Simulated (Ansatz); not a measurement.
# NaAlH2 (SMILES [Na][AlH2]): single points off equilibrium

The task here is to estimate one member of a computed series from the others.

Method: single points in def2-TZVPP; program: Ansatz 0.2.0, Gaussian basis.

Cores are frozen in the correlated methods. The outer core shell of Li, Na, Mg and K is correlated.

**The starting structure**

SMILES `[Na][AlH2]`, 4 atoms, charge 0, spin multiplicity 1.

Atoms are counted from 1 here; the program's logs count them from 0.

Bond lengths: Na1–Al2 2.765 Å, Al2–H3 1.583 Å, Al2–H4 1.482 Å. Angles: Na1–Al2–H3 129.0°, Na1–Al2–H4 128.8°, H3–Al2–H4 102.0°.

As a file:

```xyz
4

Na   -2.3309   -0.1228   -0.9750
Al    0.2052    0.0138    0.1173
H     1.1509   -1.1645    0.5882
H     1.0844    1.1961    0.2772
```

Set-up of the first run:

The input, run/in.yaml:

```yaml
crystal:
  periodic: [false, false, false]
  atoms:
    - {symbol: Na, position_ang: [-2.330900, -0.122800, -0.975000]}
    - {symbol: Al, position_ang: [0.205200, 0.013800, 0.117300]}
    - {symbol: H, position_ang: [1.150900, -1.164500, 0.588200]}
    - {symbol: H, position_ang: [1.084400, 1.196100, 0.277200]}
basis:
  gaussian: {orbitals: def2-TZVPP}
correlation: {method: ccsd_t}
output: {forces: true}
```

No record of the launch command was kept for these runs.

Among the steps run: CCSD(T)/def2-TZVPP; PBE0-D4/def2-TZVPP; wB97M-V/def2-TZVPP; r2SCAN-D4/def2-TZVPP; PBE-D4/def2-TZVPP; revPBE-D4/def2-TZVPP; LC-wPBE/def2-TZVPP.

One table of the session follows, with a row left open; its other results are not shown here.

| method | RMS force component (eV/Å) | angle to CCSD(T) forces (°) | dipole (D) |
| --- | --- | --- | --- |
| CCSD(T) | 0.761 | reference | 7.16 |
| PBE0-D4 | 0.772 | 1.2 | 6.65 |
| wB97M-V | 0.728 | 3.2 | 6.95 |
| r2SCAN-D4 | 0.766 | 2.0 | 6.79 |
| PBE-D4 | 0.805 | 3.9 | 6.13 |
| revPBE-D4 | 0.821 | 4.2 | 6.25 |
| LC-wPBE | ? | ? | ? |

**Question.** Estimate the row for LC-wPBE.

As computed: RMS force component (eV/Å): 0.757; angle to CCSD(T) forces (°): 1.3; dipole (D): 7.41. In the column «RMS force component (eV/Å)» it lies between wB97M-V (0.728) and CCSD(T) (0.761).
